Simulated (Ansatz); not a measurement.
**BS+ (triplet): from Hartree-Fock to the top rungs, cc-pVDZ**

Aim: climb from Hartree-Fock through coupled cluster and multireference methods for BS+ (triplet) at one geometry and basis, and see what each rung misses.

The runs use Ansatz 0.2.0, Gaussian basis; cc-pVDZ, core rule «outside noble gas», up to 6 orbitals frozen.

Plan: UHF; CCSD(T) on ROHF; CCSD(T) on UHF; BCCD(T) on ROHF; CISD; CCSDT(Q) on ROHF; CCSDT(Q) on UHF; CISDTQ; CCSDTQ on ROHF; CCSDTQ on UHF; CASSCF and MRCISD+Q, 8 electrons in 8 orbitals; CASSCF and NEVPT2, 8 electrons in 8 orbitals; Full CI.

3 further runs of the same task are left out: 3 set aside as unsound or not needed.

**1. What is computed**

The geometry is a PBE0/def2-TZVP stationary point (not a proven minimum) of the parent state, kept for this charge and spin.

2 atoms, charge 1, spin multiplicity 3.

Atoms are counted from 1 here; the program's logs count them from 0.

Bond lengths: B1–S2 1.608 Å.

**2. UHF**

in.yaml

```yaml
crystal:
  periodic: [false, false, false]
  atoms:
    - {symbol: B, position_ang: [0.000000, 0.000000, 0.000000]}
    - {symbol: S, position_ang: [0.000000, 0.000000, 1.607700]}
basis:
  gaussian: {orbitals: cc-pVDZ}
total_charge: 1
magnetization: {spin_polarized: true, initial_magnetization: 2}
hamiltonian: {xc: hf}
output: {orbitals: {seedname: orbitals}}
```

Started as:

```console
ansatz run in.yaml --threads 1 --pin off --events-out ev --progress --plain --max-ram 3956MiB --backend cpu
```

The runs that follow: CCSD(T) on ROHF; CCSD(T) on UHF; BCCD(T) on ROHF; CISD; CCSDT(Q) on ROHF; CCSDT(Q) on UHF; CISDTQ; CCSDTQ on ROHF; CCSDTQ on UHF; CASSCF and MRCISD+Q, 8 electrons in 8 orbitals; CASSCF and NEVPT2, 8 electrons in 8 orbitals; Full CI.

Q: Predict the results of all the runs planned. Wanted: FCI below the RHF energy; RMP2 from FCI; UMP2 from FCI; RCCSD from FCI; RCCSD(T) from FCI; UCCSD(T) from FCI; RCCSDT(Q) from FCI; UCCSDT(Q) from FCI; NEVPT2 valence from FCI.

**Answer**, as computed:

| quantity | value |
| --- | --- |
| FCI below the RHF energy | -4.7123 eV |
| RMP2 from FCI | +85.0 kJ/mol |
| UMP2 from FCI | +86.5 kJ/mol |
| RCCSD from FCI | +21.4 kJ/mol |
| RCCSD(T) from FCI | +4.3 kJ/mol |
| UCCSD(T) from FCI | +4.3 kJ/mol |
| RCCSDT(Q) from FCI | +0.1 kJ/mol |
| UCCSDT(Q) from FCI | -0.1 kJ/mol |
| NEVPT2 valence from FCI | +63.2 kJ/mol |
| MRCISD+Q valence from FCI | +1.5 kJ/mol |
| levels within 1 kcal/mol (43 meV) | RCCSDT, UCCSDT, CISDTQ, RCCSDT(Q), UCCSDT(Q), RCCSDTQ, UCCSDTQ, MRCISD+Q valence |
| T1 diagnostic | 0.026 |
| effectively unpaired electrons | 2.07 |

In words: RCCSD(T) misses by +4.3 kJ/mol, 0.9 % of the correlation energy. One determinant dominates. Of the multireference levels listed MRCISD+Q valence comes nearest in total energy (+1.5 kJ/mol), which doesn't show that its space is the better one. These misses are within one basis, not against nature; the frozen cores of restricted and unrestricted runs differ, which can shift their rows.
